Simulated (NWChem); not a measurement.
Spin states of C (+1)

```xyz
1

C      0.0000     0.0000     0.0000
```
Charge +1, spin multiplicity 2.

The numbers come from NWChem runs, not from measurements.

Basis set: def2-TZVP. The gap is E(quartet) − E(doublet), so a negative value puts the higher spin lower. Open shells are unrestricted, coupled cluster uses restricted open-shell references. The quartet is the single determinant that the SCF runs reached, with unpaired electrons in orbitals of symmetry ag and b2u and b3u (D2h labels); it need not be the lowest quartet, which in molecules with degenerate π orbitals can need several determinants. Where the lowest doublet needs several determinants, the single determinant used here isn't a pure state and places it wrongly.

The correlated methods keep 1 core orbital frozen. B3LYP has NWChem's definition, with VWN1-RPA local correlation. The stability of the SCF solutions was not checked. Open-shell Hartree-Fock references start from PBE0 orbitals. Coupled-cluster values serve here as a point of comparison, not as the truth.

| method | vertical doublet-quartet gap (kcal/mol) |
|---|---|
| PBE0 | 111.5 |
| BLYP | 124.3 |
| B3LYP | … |
| PBE | 113.5 |
| HF | … |
| CCSD(T) | … |

Question: What belongs in the gaps?

Answer: 
- B3LYP, vertical doublet-quartet gap (kcal/mol): 122.0
- HF, vertical doublet-quartet gap (kcal/mol): 84.0
- CCSD(T), vertical doublet-quartet gap (kcal/mol): 121.4
